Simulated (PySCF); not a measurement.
**C2H2S (ethynethiol): levels of theory compared**

Aim: a comparison of 5 runs (HF/STO-3G, TPSSh/6-31G**, BP86/6-311G**, wB97X/aug-cc-pVDZ, MP2/STO-3G) of C2H2S (ethynethiol). 

The calculation is run with PySCF 2.14.0.

## 1. The structure to begin with

C2H2S: 5 atoms, total charge 0, spin state singlet. SMILES: `C#CS`. The shape is that of a PBE0-D4/def2-TZVP optimisation.

Bond lengths: C1–C2 1.204 Å, C2–S3 1.679 Å, C1–H4 1.064 Å, S3–H5 1.346 Å. Angles: C1–C2–S3 175.2°, C2–C1–H4 179.3°, C2–S3–H5 96.7°.

## 2. Energy and forces at HF/STO-3G (run 1)

Contents of job.py:

```python
import pyscf.grad
from pyscf import gto

mol = gto.M(
    atom='''
C   -1.196800  -0.342000   0.001900
C    0.000700  -0.223700   0.026100
S    1.678900  -0.197600   0.083400
H   -2.256800  -0.433400  -0.021800
H    1.823900   1.123100  -0.131000
''',
    charge=0,
    max_memory=1860,
    basis='sto-3g',
    verbose=4,
)

calc0 = mol.RHF()
calc0.conv_tol = 1e-10
calc0.kernel()
if not calc0.converged:
    calc0 = calc0.newton().run(calc0.mo_coeff, calc0.mo_occ)

etot = calc0.e_tot
print('E(%s) = %.9f' % ('HF', etot))
grad = calc0.Gradients().kernel()
dip = calc0.dip_moment()
pop, q = calc0.mulliken_pop()
```

Launch:

```console
OMP_NUM_THREADS=1 python job.py
```

The program printed:

```text
PySCF version 2.14.0

[INPUT] num. atoms = 5
[INPUT] num. electrons = 30
[INPUT] charge = 0
[INPUT] spin (= nelec alpha-beta = 2S) = 0
[INPUT] symmetry False subgroup None
[INPUT] Mole.unit = angstrom
[INPUT] Symbol           X                Y                Z      unit          X                Y                Z       unit  Magmom
[INPUT]  1 C     -1.196800000000  -0.342000000000   0.001900000000 AA   -2.261624225879  -0.646286334601   0.003590479637 Bohr   0.0
[INPUT]  2 C      0.000700000000  -0.223700000000   0.026100000000 AA    0.001322808287  -0.422731734065   0.049321851851 Bohr   0.0
[INPUT]  3 S      1.678900000000  -0.197600000000   0.083400000000 AA    3.172661190532  -0.373409882214   0.157603158789 Bohr   0.0
[INPUT]  4 H     -2.256800000000  -0.433400000000  -0.021800000000 AA   -4.264733917918  -0.819007302386  -0.041196029516 Bohr   0.0
[INPUT]  5 H      1.823900000000   1.123100000000  -0.131000000000 AA    3.446671478594   2.122351410499  -0.247554122318 Bohr   0.0

[... 46 lines left out ...]
converged SCF energy = -469.041006197515
[... 2 lines left out ...]
******** <class 'pyscf.grad.rhf.Gradients'> for <class 'pyscf.scf.hf.RHF'> ********
unit = Eh/Bohr
--------------- RHF gradients ---------------
         x                y                z
0 C    -0.0883493882    -0.0102198821    -0.0015315687
1 C     0.1159846485     0.0107599344     0.0024550750
2 S    -0.0305332467    -0.0076940055     0.0001610864
3 H     0.0006774151    -0.0000328244     0.0000293410
4 H     0.0022205714     0.0071867776    -0.0011139338
----------------------------------------------
Dipole moment(X, Y, Z, Debye):  0.13934,  0.82061, -0.13143
 ** Mulliken pop  **
pop of  0 C 1s            1.99418
pop of  0 C 2s            1.10175
pop of  0 C 2px           0.99996
pop of  0 C 2py           0.94886
pop of  0 C 2pz           1.08187
pop of  1 C 1s            1.99434
pop of  1 C 2s            1.15082
pop of  1 C 2px           0.98632
pop of  1 C 2py           1.06365
pop of  1 C 2pz           0.98428
pop of  2 S 1s            1.99989
pop of  2 S 2s            1.99598
pop of  2 S 3s            1.82242
pop of  2 S 2px           1.97901
pop of  2 S 2py           1.98157
pop of  2 S 2pz           1.99817
pop of  2 S 3px           0.97905
pop of  2 S 3py           1.12076
pop of  2 S 3pz           1.91189
pop of  3 H 1s            0.89812
pop of  4 H 1s            1.00711
 ** Mulliken atomic charges  **
charge of    0C =     -0.12662
charge of    1C =     -0.17941
charge of    2S =      0.21127
charge of    3H =      0.10188
charge of    4H =     -0.00711
```

Run time: 3.6 s. Hardware: 1 thread of Intel Xeon at 2.50GHz (Skylake/Cascade Lake), shared host; peak memory 0.12 GiB.

## 3. Energy and gradient at TPSSh/6-31G(d,p) (spherical functions) (run 2)

Contents of job.py:

```python
import pyscf.grad
from pyscf import gto, dft

system = gto.M(
    atom=[
    ('C', (-1.196800, -0.342000, 0.001900)),
    ('C', (0.000700, -0.223700, 0.026100)),
    ('S', (1.678900, -0.197600, 0.083400)),
    ('H', (-2.256800, -0.433400, -0.021800)),
    ('H', (1.823900, 1.123100, -0.131000)),
],
    charge=0,
    spin=0,
    basis='6-31g**',
    max_memory=1860,
    verbose=3,
)

mf = dft.RKS(system)
mf.xc = 'tpssh'
mf.grids.level = 5
mf.conv_tol = 1e-10
mf.kernel()
if not mf.converged:
    mf = mf.newton().run(mf.mo_coeff, mf.mo_occ)

e_tot = mf.e_tot
print('Final energy', e_tot)
grad = mf.Gradients().kernel()
dip = mf.dip_moment()
pop, q = mf.mulliken_pop()
```

Launch:

```console
OMP_NUM_THREADS=1 python job.py
```

The program printed:

```text
converged SCF energy = -475.520510489866
Final energy -475.5205104898662
--------------- RKS gradients ---------------
         x                y                z
0 C     0.0209227933     0.0026204334     0.0003339018
1 C    -0.0114709716    -0.0011427194    -0.0002344842
2 S    -0.0085755380    -0.0001727069    -0.0002857764
3 H     0.0006662910    -0.0002183721     0.0000610496
4 H    -0.0015419183    -0.0010858345     0.0001241816
----------------------------------------------
Dipole moment(X, Y, Z, Debye): -0.25317,  0.93963, -0.16560
 ** Mulliken pop  **
pop of  0 C 1s            1.99666
pop of  0 C 2s            0.67895
pop of  0 C 3s            0.54889
pop of  0 C 2px           0.78265
pop of  0 C 2py           0.56700
pop of  0 C 2pz           0.64136
pop of  0 C 3px           0.16705
pop of  0 C 3py           0.36201
pop of  0 C 3pz           0.41829
pop of  0 C 3dxy          0.00730
pop of  0 C 3dyz          0.00008
pop of  0 C 3dz^2         0.00208
pop of  0 C 3dxz          0.00682
pop of  0 C 3dx2-y2       0.00596
pop of  1 C 1s            1.99685
pop of  1 C 2s            0.67313
pop of  1 C 3s            0.58314
pop of  1 C 2px           0.74697
pop of  1 C 2py           0.64403
pop of  1 C 2pz           0.61908
pop of  1 C 3px           0.04089
pop of  1 C 3py           0.42976
pop of  1 C 3pz           0.39806
pop of  1 C 3dxy          0.00714
pop of  1 C 3dyz          0.00010
pop of  1 C 3dz^2         0.00252
pop of  1 C 3dxz          0.01431
pop of  1 C 3dx2-y2       0.00701
pop of  2 S 1s            1.99967
pop of  2 S 2s            1.99652
pop of  2 S 3s            1.35459
pop of  2 S 4s            0.46860
pop of  2 S 2px           1.98684
pop of  2 S 2py           1.98864
pop of  2 S 2pz           1.99201
pop of  2 S 3px           0.86674
pop of  2 S 3py           0.94113
pop of  2 S 3pz           1.25552
pop of  2 S 4px           0.15779
pop of  2 S 4py           0.22746
pop of  2 S 4pz           0.61201
pop of  2 S 3dxy          0.01368
pop of  2 S 3dyz          0.00241
pop of  2 S 3dz^2         0.01100
pop of  2 S 3dxz          0.01133
pop of  2 S 3dx2-y2       0.04316
pop of  3 H 1s            0.52031
pop of  3 H 2s            0.27946
pop of  3 H 2px           0.00747
pop of  3 H 2py           0.00286
pop of  3 H 2pz           0.00348
pop of  4 H 1s            0.50705
pop of  4 H 2s            0.38707
pop of  4 H 2px           0.00191
pop of  4 H 2py           0.00876
pop of  4 H 2pz           0.00442
 ** Mulliken atomic charges  **
charge of    0C =     -0.18509
charge of    1C =     -0.16300
charge of    2S =      0.07088
charge of    3H =      0.18642
charge of    4H =      0.09079
```

Run time: 31 s. Hardware: 1 thread of Intel Xeon at 2.50GHz (Skylake/Cascade Lake), shared host; peak memory 0.57 GiB.

Run 3 isn't shown in full; the table further down has it.

## 4. Energy and gradient at wB97X/aug-cc-pVDZ (run 4)

Contents of input.py:

```python
from pyscf import gto, dft

mol = gto.Mole()
mol.atom = '''
C       -1.196800      -0.342000       0.001900
C        0.000700      -0.223700       0.026100
S        1.678900      -0.197600       0.083400
H       -2.256800      -0.433400      -0.021800
H        1.823900       1.123100      -0.131000
'''
mol.spin = 0
mol.verbose = 4
mol.max_memory = 1860
mol.basis = 'aug-cc-pvdz'
mol.build()

myscf = dft.RKS(mol)
myscf.xc = 'wb97x'
myscf.conv_tol = 1e-10
myscf.grids.level = 5
myscf.kernel()
if not myscf.converged:
    myscf = myscf.newton().run(myscf.mo_coeff, myscf.mo_occ)

etot = myscf.e_tot
print('E(%s) = %.9f' % ('WB97X', etot))
grad = myscf.nuc_grad_method().kernel()
myscf.analyze()
```

Launch:

```console
OMP_NUM_THREADS=1 python input.py
```

The program printed:

```text
PySCF version 2.14.0

[INPUT] num. atoms = 5
[INPUT] num. electrons = 30
[INPUT] charge = 0
[INPUT] spin (= nelec alpha-beta = 2S) = 0
[INPUT] symmetry False subgroup None
[INPUT] Mole.unit = angstrom
[INPUT] Symbol           X                Y                Z      unit          X                Y                Z       unit  Magmom
[INPUT]  1 C     -1.196800000000  -0.342000000000   0.001900000000 AA   -2.261624225879  -0.646286334601   0.003590479637 Bohr   0.0
[INPUT]  2 C      0.000700000000  -0.223700000000   0.026100000000 AA    0.001322808287  -0.422731734065   0.049321851851 Bohr   0.0
[INPUT]  3 S      1.678900000000  -0.197600000000   0.083400000000 AA    3.172661190532  -0.373409882214   0.157603158789 Bohr   0.0
[INPUT]  4 H     -2.256800000000  -0.433400000000  -0.021800000000 AA   -4.264733917918  -0.819007302386  -0.041196029516 Bohr   0.0
[INPUT]  5 H      1.823900000000   1.123100000000  -0.131000000000 AA    3.446671478594   2.122351410499  -0.247554122318 Bohr   0.0

[... 86 lines left out ...]
MO #1   energy= -88.90498703749    occ= 2
[... 8 lines left out ...]
MO #10  energy= -0.661430833655167 occ= 2
[... 8 lines left out ...]
MO #19  energy= 0.0930257918719017 occ= 0
[... 8 lines left out ...]
MO #28  energy= 0.177470914664685  occ= 0
[... 8 lines left out ...]
MO #37  energy= 0.392454897865176  occ= 0
[... 8 lines left out ...]
MO #46  energy= 0.540253084935429  occ= 0
[... 8 lines left out ...]
MO #55  energy= 0.75184522667471   occ= 0
[... 8 lines left out ...]
MO #64  energy= 1.02070042793461   occ= 0
[... 8 lines left out ...]
MO #73  energy= 1.43921848627774   occ= 0
[... 8 lines left out ...]
MO #82  energy= 1.90766618955296   occ= 0
[... 8 lines left out ...]
MO #91  energy= 3.7714151008046    occ= 0
[... 60 lines left out ...]
pop of  2 S 4py           0.01022
pop of  2 S 4pz           0.00247
pop of  2 S 5px           0.00196
pop of  2 S 5py           0.00025
pop of  2 S 5pz           0.00033
pop of  2 S 3dxy          0.00456
pop of  2 S 3dyz          0.00237
pop of  2 S 3dz^2         0.00641
pop of  2 S 3dxz          0.00364
pop of  2 S 3dx2-y2       0.01257
pop of  2 S 4dxy          0.00017
pop of  2 S 4dyz          0.00021
pop of  2 S 4dz^2         0.00025
pop of  2 S 4dxz          0.00034
pop of  2 S 4dx2-y2       0.00062
pop of  3 H 1s            0.81574
pop of  3 H 2s            0.00552
pop of  3 H 3s            0.00296
pop of  3 H 2px           0.00226
pop of  3 H 2py           0.00017
pop of  3 H 2pz           0.00046
pop of  3 H 3px           0.00100
pop of  3 H 3py           0.00007
pop of  3 H 3pz           0.00012
pop of  4 H 1s            0.86692
pop of  4 H 2s            0.00766
pop of  4 H 3s            0.00283
pop of  4 H 2px           0.00079
pop of  4 H 2py           0.00429
pop of  4 H 2pz           0.00232
pop of  4 H 3px           0.00089
pop of  4 H 3py           0.00080
pop of  4 H 3pz           0.00018
 ** Mulliken atomic charges  **
charge of    0C =     -0.19949
charge of    1C =     -0.16093
charge of    2S =      0.07539
charge of    3H =      0.17171
charge of    4H =      0.11332
Dipole moment(X, Y, Z, Debye): -0.18647,  0.85337, -0.14879
```

It took 80 s on 1 thread of Intel Xeon at 2.50GHz (Skylake/Cascade Lake), shared host; peak memory 0.89 GiB.

## 5. Energy and forces at MP2/STO-3G (run 5)

Contents of input.py:

```python
from pyscf import gto, scf, mp

mol = gto.M(
    atom='''
C     -1.196800    -0.342000     0.001900
C      0.000700    -0.223700     0.026100
S      1.678900    -0.197600     0.083400
H     -2.256800    -0.433400    -0.021800
H      1.823900     1.123100    -0.131000
''',
    basis='sto-3g',
    max_memory=1860,
    verbose=4,
    charge=0,
    spin=0,
)

myscf = scf.RHF(mol)
myscf.conv_tol = 1e-10
myscf.kernel()
if not myscf.converged:
    myscf = myscf.newton().run(myscf.mo_coeff, myscf.mo_occ)

pt = mp.MP2(myscf, frozen=7).run()
energy = pt.e_tot
print('E(%s) = %.9f' % ('MP2', energy))
grad = pt.nuc_grad_method().kernel()
dip = myscf.dip_moment()
pop, q = myscf.mulliken_pop()
```

Launch:

```console
OMP_NUM_THREADS=1 python input.py
```

The program printed:

```text
PySCF version 2.14.0

[INPUT] num. atoms = 5
[INPUT] num. electrons = 30
[INPUT] charge = 0
[INPUT] spin (= nelec alpha-beta = 2S) = 0
[INPUT] symmetry False subgroup None
[INPUT] Mole.unit = angstrom
[INPUT] Symbol           X                Y                Z      unit          X                Y                Z       unit  Magmom
[INPUT]  1 C     -1.196800000000  -0.342000000000   0.001900000000 AA   -2.261624225879  -0.646286334601   0.003590479637 Bohr   0.0
[INPUT]  2 C      0.000700000000  -0.223700000000   0.026100000000 AA    0.001322808287  -0.422731734065   0.049321851851 Bohr   0.0
[INPUT]  3 S      1.678900000000  -0.197600000000   0.083400000000 AA    3.172661190532  -0.373409882214   0.157603158789 Bohr   0.0
[INPUT]  4 H     -2.256800000000  -0.433400000000  -0.021800000000 AA   -4.264733917918  -0.819007302386  -0.041196029516 Bohr   0.0
[INPUT]  5 H      1.823900000000   1.123100000000  -0.131000000000 AA    3.446671478594   2.122351410499  -0.247554122318 Bohr   0.0

[... 46 lines left out ...]
converged SCF energy = -469.041006197515
[... 17 lines left out ...]
Dipole moment(X, Y, Z, Debye):  0.13934,  0.82061, -0.13143
[... 27 lines left out ...]
charge of    4H =     -0.00711
```

Run time: 3 s. Hardware: 1 thread of Intel Xeon at 2.50GHz (Skylake/Cascade Lake), shared host; peak memory 0.12 GiB.

## 6. The series

| run | level | integration grid | frozen core orbitals | energy (Eh) | dipole moment (D) of the reference | HOMO energy (eV) | LUMO energy (eV) | wall time |
| --- | --- | --- | --- | --- | --- | --- | --- | --- |
| 1 | HF/STO-3G | – | – | -469.041006 | 0.84 | -7.05 | 9.90 | 3.6 s |
| 2 | TPSSh/6-31G** (spherical functions) | 5 | – | -475.520510 | 0.99 | -6.10 | -0.32 | 31 s |
| 3 | BP86/6-311G** | 5 | – | -475.590448 | 0.95 | -5.87 | -1.21 | 30 s |
| 4 | wB97X/aug-cc-pVDZ | 5 | – | -475.504162 | 0.89 | -9.30 | 1.09 | 80 s |
| 5 | MP2/STO-3G | – | 7 | -469.212537 | 0.84 | -7.05 | 9.90 | 3 s |

## 7. What came out

| quantity | value |
| --- | --- |
| run 5: total energy | -469.21254 Eh |
| run 5: dipole moment (Hartree–Fock density) | 0.84 D |
| run 5: HOMO energy (Hartree–Fock orbitals) | -7.05 eV |
| run 5: LUMO energy (Hartree–Fock orbitals) | 9.90 eV |
| run 5: HOMO–LUMO gap (Hartree–Fock orbitals) | 16.95 eV |
| run 5: correlation energy (7 core orbitals frozen) | -171.5 mEh |
| run 5: largest force on an atom | 2.395 eV/Å |

In words: Over runs 1, 2, 3, 4 the dipole moment (its size) runs from 0.84 D (HF/STO-3G) to 0.99 D (TPSSh/6-31G**). The two ends differ in method and basis. Over runs 1, 2, 3, 4 the HOMO–LUMO gap runs from 4.66 eV (BP86/6-311G**) to 16.95 eV (HF/STO-3G). Totals of different functionals can't be ranked against each other. In runs 1, 5 the basis is minimal, so the values are rough. All runs together took 2.5 min, the longest 80 s.
